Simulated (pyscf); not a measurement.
Structures and frequencies: ωB97X-D3(BJ)/def2-SVP in PySCF. Correlated levels are frozen-core, on RHF or UHF. ΔMP2 is the change of the MP2 total energy from the triple- to the quadruple-zeta basis.

SMILES: C=CB(O)O
```xyz
10

C     -0.5804    -1.3736    -1.2279
C      0.2263    -0.4066    -0.7747
B     -0.2478     1.0658    -0.4726
O     -1.4568     1.5686    -0.8800
O      0.5841     1.8828     0.2344
H     -0.2339    -2.3966    -1.4143
H     -1.6464    -1.1975    -1.4285
H      1.2753    -0.6606    -0.5760
H     -1.9644     0.9484    -1.4123
H      0.1944     2.7562     0.3626
```
Charge 0, spin multiplicity 1.

Problem. What is the homolytic dissociation enthalpy (298 K, CCSD(T)/def2-TZVPP + ΔMP2(QZVPP)) of the B–C bond of H₂C=CH–B(OH)–OH, to •HC=CH₂ + [HO–B–OH]•?

Solution. B–C to •HC=CH₂ + [HO–B–OH]•: 5.01 eV. The radicals are drawn with the spin at the cut bond; how far it spreads was not checked. Other isomers of •HC=CH₂, [HO–B–OH]• were not searched in full and may lie lower. The CCSD(T) − MP2 part came from Ansatz, without density fitting, on the same reference. A UHF reference is spin-contaminated (<S²> up to 0.96), which harms MP2 most.
